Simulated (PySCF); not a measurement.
What binds LiAl: the parts of the energy along the bond

State: ¹Σ⁺, singlet, closed shell. RHF-based CCSD(T) in PySCF 2.14 with Li cc-pVTZ, Al cc-pV(T+d)Z and Li cc-pVQZ, Al cc-pV(Q+d)Z (frozen core orbitals: 6; no relativity). Correlation energies are extrapolated as n⁻³ (n = 3, 4), Hartree–Fock as (n+1)·exp(−9√n). CV is the change on freezing 1 orbitals instead, in Li cc-pCVTZ, Al cc-pwCVTZ. SR is the spin-free X2C energy in Li cc-pVTZ-DK, Al cc-pVTZ-DK less the non-relativistic one in Li cc-pVTZ, Al cc-pVTZ. All energies in eV from Li + Al.

| R (Å) | HF/CBS | CCSD corr. | (T) | CV | SR | total |
| --- | --- | --- | --- | --- | --- | --- |
| 2.5629 | 0.096 | -0.983 | -0.0586 | -0.0118 | 0.0000 | -0.957 |
| 2.6794 | -0.007 | -0.957 | -0.0567 | -0.0074 | 0.0001 | -1.028 |
| 2.7959 | -0.061 | -0.936 | -0.0556 | -0.0039 | 0.0004 | -1.056 |
| 2.9124 | -0.078 | -0.919 | -0.0552 | -0.0011 | 0.0008 | -1.053 |
| 3.0289 | -0.068 | -0.906 | -0.0554 | 0.0010 | 0.0013 | -1.027 |
| 3.1745 | -0.025 | -0.895 | -0.0564 | 0.0030 | 0.0021 | -0.971 |
| 3.3201 | 0.041 | -0.888 | -0.0582 | 0.0043 | 0.0030 | -0.898 |

A fit to the total gives Re = 2.8396 Å, De = 1.058 eV, ωe = 318.2 cm⁻¹, Be = 0.3755 cm⁻¹ (masses 7.0160 and 26.9815 u).

**Question.** At R = 2.7959 Å the CCSD correlation energy is -0.083954 hartree in the smaller basis and -0.085791 in the larger. Extrapolate it.

**Answer.** (4³·E4 − 3³·E3)/(4³ − 3³) = -0.08713 hartree; the larger basis holds 98.5 % of it.

The T1 diagnostic is 0.017. The open-shell atoms are computed with UHF. Spin–orbit coupling, excitations beyond (T) and corrections to the Born–Oppenheimer picture are left out.
